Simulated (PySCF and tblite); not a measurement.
The numbers below are computed, except where a source is named.
C₄H₈O, numbered as in [CH3:1][CH2:2][C:3]([CH3:4])=[O:5].

Geometries PBE0-D3(BJ)/def2-SVP; weights from PBE0-D3(BJ)/def2-TZVP energies and GFN2-xTB thermal corrections, with symmetry numbers and mirror pairs. Conformers within 4 kcal/mol (GFN2-xTB free energy) were kept, 5 at most. GIAO shieldings: PBE0/pcSseg-1. Shifts are against TMS (¹H), TMS (¹³C) at the same level. Run with PySCF (density fitting) and tblite.

What shifts does this protocol give at 298.15 K under fast conformational exchange?

¹H: 2.17 (H2, 2H), 2.07 (H4, 3H), 0.99 (H1, 3H) ppm. ¹³C: 210.2 (C3), 37.7 (C2), 30.6 (C4), 9.3 (C1) ppm.

How do the conformers differ?

Torsions listed: C1–C2–C3–O5. Of a mirror pair one member is shown.
```
conformer  shape  weight %
        1     0°      89.9
        2   -91°      10.1
```

```
signal      1      2  average
    H1   0.97   1.15     0.99
    H2   2.18   2.04     2.17
    H4   2.07   2.07     2.07
    C1    8.8   13.7      9.3
    C2   37.5   39.1     37.7
    C3  209.9  212.5    210.2
    C4   30.8   29.5     30.6
```

Which signal moves most, for its nucleus, between 250 and 373.15 K through the change of populations alone?

C1: 9.1 ppm at 250 K, 9.2 ppm at 273.15 K, 9.3 ppm at 298.15 K, 9.4 ppm at 323.15 K, 9.6 ppm at 373.15 K.

Shifts are unscaled: against experiment ¹³C can be off by 15 ppm or more and ¹H by 0.8 ppm.
